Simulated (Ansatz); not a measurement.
Saddle point of AlH₂F, closed shell (AlH₂F ([F][AlH2]) → AlH + HF; bonds formed: F2–H3; bonds broken: Al1–F2, Al1–H3), PBE0-D4/def2-TZVP structure:

```xyz
4
angstrom
Al -0.3796 -0.5067 0.3166
F 0.7049 0.6517 -0.7766
H 0.5166 -0.4459 -1.1717
H -0.8419 0.3009 1.6316
```

Energies are electronic, without zero-point energy. Barriers and step energies count from the start structure reached by relaxing down the imaginary mode; all methods use the PBE0-D4 structures, on which another method's saddle can fall below an end. Ansatz 0.2.0; basis: def2-TZVPP, with def2-QZVPP for the basis limit; cores frozen in the correlated methods. B3LYP uses VWN-RPA correlation. Extrapolation: Hartree–Fock as exp(−7.88 √X), correlation as X^−2.97.

```tsv
method	barrier (kcal/mol)	step energy (kcal/mol)
SPW92	66.84	65.29
PBE-D4	70.62	64.31
BLYP-D4	73.82	65.79
r2SCAN-D4	78.78	72.41
B97M-V	82.12	70.58
PBE0-D4	78.08	66.67
B3LYP-D4	79.60	67.89
r2SCAN0-D4	83.25	72.11
BHLYP-D4	87.90	70.52
CAM-B3LYP-D4	82.56	70.40
wB97X-V	?	71.09
wB97M-V	80.80	67.26
B2PLYP	82.26	69.88
PBE-QIDH	84.55	70.44
RPA on PBE	?	65.32
HF	100.13	71.66
MP2	?	71.87
CCSD	86.11	67.92
CCSD(T)	82.92	67.78
```

Q: Fill in the withheld barriers. (An estimate is asked for; the value comes from the calculation.)

A: The calculation gives: RPA on PBE 79.60; MP2 85.26; wB97X-V 83.92 kcal/mol. Each is the energy of the saddle less that of the start structure, by the same method.

For comparison, the barrier by CCSD(T) at an estimated basis limit (MP2 extrapolated from triple and quadruple zeta, plus CCSD(T) − MP2 in triple zeta) is 83.36 kcal/mol.

No T1 diagnostic of these runs exceeds 0.019. The restricted Hartree–Fock reference is unstable towards an unrestricted one at one or more of these structures.

Labels in which every atom is bracketed show which atoms are joined, not bond orders.

For scale, one of the runs: CCSD(T)/def2-TZVPP, 101 basis functions, launched by `ansatz run in.yaml --threads 2 --pin off --events-out ev --progress --plain --max-ram 4352MiB`. Hardware: 2 CPU threads of an Arm Neoverse V2, shared host. Wall time about 1.4 s.
